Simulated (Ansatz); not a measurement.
# Al2H4O: small, medium and large basis sets

The task here is to estimate one member of a computed series from the others.

Computed with Ansatz 0.2.0, Gaussian basis. Level: one geometry, several basis sets.

Levels to be run: PBE0-D4/def2-SVP; ωB97M-V/def2-SVP; PBE0-D4/def2-QZVPP; ωB97M-V/def2-QZVPP; the functionals' def2-TZVPP values are taken from earlier runs.

### The geometry

All runs share one geometry, relaxed beforehand with PBE0-D4 in a triple-zeta def2 set.

7 atoms, charge 0, spin multiplicity 1.

Atoms are counted from 1 here; the program's logs count them from 0.

Bond lengths: Al1–O2 1.682 Å, Al1–H4 1.582 Å, Al1–H5 1.582 Å, O2–Al3 1.682 Å, Al3–H6 1.582 Å, Al3–H7 1.582 Å. Angles: O2–Al1–H4 118.4°, O2–Al1–H5 118.4°, H4–Al1–H5 123.2°, Al1–O2–Al3 179.7°, O2–Al3–H6 118.4°, O2–Al3–H7 118.4°, H6–Al3–H7 123.2°.

The first run:

The input, in.yaml:

```yaml
crystal:
  periodic: [false, false, false]
  atoms:
    - {symbol: Al, position_ang: [-1.433725, 0.281979, -0.819936]}
    - {symbol: O, position_ang: [0.009263, -0.005481, -0.005915]}
    - {symbol: Al, position_ang: [1.451362, -0.300315, 0.807043]}
    - {symbol: H, position_ang: [-1.371799, 0.981867, -2.237497]}
    - {symbol: H, position_ang: [-2.787314, -0.160937, -0.130883]}
    - {symbol: H, position_ang: [1.995163, 0.804389, 1.800544]}
    - {symbol: H, position_ang: [2.198351, -1.669400, 0.540945]}
basis:
  gaussian: {orbitals: def2-SVP}
hamiltonian: {xc: pbe0, dispersion: d4}
output: {orbitals: {seedname: orbitals}}
```

Started as:

```bash
> ansatz run in.yaml --threads 2 --pin off --events-out ev --progress --plain --max-ram 4352MiB
```

Steps of the session up to this table: PBE0-D4 in def2-SVP; ωB97M-V in def2-SVP; PBE0-D4 in def2-QZVPP; ωB97M-V in def2-QZVPP.

One table of the session follows, with a row left open; its other results are not shown here.

| functional | basis | HOMO (eV) |
| --- | --- | --- |
| PBE0-D4 | def2-SVP | -8.15 |
| PBE0-D4 | def2-TZVPP | -8.20 |
| PBE0-D4 | def2-QZVPP | -8.20 |
| ωB97M-V | def2-SVP | ? |
| ωB97M-V | def2-TZVPP | -10.43 |
| ωB97M-V | def2-QZVPP | -10.44 |

**Question.** Estimate the row for ωB97M-V, def2-SVP.

As computed: HOMO (eV): -10.32. In the column «HOMO (eV)» it lies between ωB97M-V, def2-TZVPP (-10.43) and PBE0-D4, def2-TZVPP (-8.20).
